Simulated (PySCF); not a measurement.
Members of the series nitrenes, diatomics and small unsaturated species; each row names its spin state. Isolated molecules, 0 K electronic values unless said otherwise. One relaxed conformer stands for each flexible species; it need not be the lowest. Strings in code marks are SMILES.

Computed with B3LYP-D3(BJ)/def2-TZVP run with PySCF. All candidates: neutral, multiplicity 3. B3LYP has the VWN-RPA correlation part, as in Gaussian. 

| Quantity | Value |
|---|---|
| dipole moment | 0.58 D |
| highest occupied spin orbital | -3.94 eV |

Question: Name which member has these values.
(A) `[AlH]` (excited triplet)
(B) `[Si]=[Si]` (lower triplet)
(C) `S=S` (lower triplet)
(D) `C=[SiH2]` (excited triplet)

Answer: A, `[AlH]` (excited triplet). The others give `S=S` (lower triplet): 0.00 D, -6.78 eV; `C=[SiH2]` (excited triplet): 0.73 D, -5.82 eV; `[Si]=[Si]` (lower triplet): 0.00 D, -5.57 eV
